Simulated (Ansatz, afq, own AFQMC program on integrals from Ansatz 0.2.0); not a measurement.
## Where AFQMC and coupled cluster stand for PtN2⁺, quartet

```
atom   x (Å)    y (Å)    z (Å)
  Pt  0.0000   0.0180   1.7500
   N  0.0000  -0.1211  -0.3381
   N  0.0000   0.1031  -1.4119
```

Connectivity, by distances: Pt–N–N.

Basis def2-SVP with its core potentials. Only valence electrons are correlated. Ansatz 0.2.0 and our own AFQMC program on the same integrals; the CISD trial comes from CCSD amplitudes, and released means the phaseless constraint is let go. Error bars are statistical, one sigma. No spin–orbit coupling. The metal's outer-core s and p shells are frozen, which shifts wave-function levels against functionals.

Determinant: UHF, the one that the program's search chose, which needn't be the lowest solution. The geometry is a PBE0/def2-TZVP stationary point of this or a neighbouring charge and spin state.

No full CI on the walks' own integrals is used here; CCSDT(Q) serves as the reference and is uncertain by about the last step of the cluster series.

Cautions: no spin-orbit coupling; outer-core shells of the metal frozen; lower spins were not checked; higher spins were not checked; released walk and highest rung disagree (by 18 meV at 1.20 1/Eh, later times being noisier).

- T1 diagnostic: 0.0195
- weight of the determinant in the CISD state: 0.845
- ⟨S²⟩ of the determinant: 3.783
- size of the correlated space: 19 electrons in 54 orbitals

```json
{"level": "MP2", "correlation energy (eV)": "-12.8504"}
{"level": "CCSD", "correlation energy (eV)": "-12.9603"}
{"level": "CCSD(T)", "correlation energy (eV)": "-13.3810"}
```

Q: Estimate where phaseless AFQMC with a CISD trial lies against CCSD(T) on the same integrals.

A: 2.2 ± 0.6 kJ/mol below CCSD(T).

Reference: CCSDT(Q), correlation energy -13.446 eV. The released energy is read at 1.20 1/Eh, later times being too noisy (meV from the phaseless value at times in 1/Eh: -18 ± 7 at 0.24, -32 ± 7 at 0.60, -25 ± 6 at 1.20, -37 ± 12 at 1.80, -45 ± 14 at 2.60).

| level | E − E(reference) (kJ/mol) | share of correlation (%) |
| --- | --- | --- |
| CCSD(T) | 6.2 | 99.52 |
| CCSDT | 5.6 | 99.57 |
| ph-AFQMC/HF | 5.5 ± 3.9 | 99.57 |
| ph-AFQMC/CISD | 4.1 ± 0.6 | 99.69 |
| released AFQMC | 1.7 ± 0.6 | 99.87 |

A walk keeps the symmetry of its determinant, which the program's search chose and which needn't be the lowest solution, so a lower state of the same spin and another symmetry isn't excluded. Released energies are given only where the last usable release times agree within the noise; a slower fall can still hide under it.
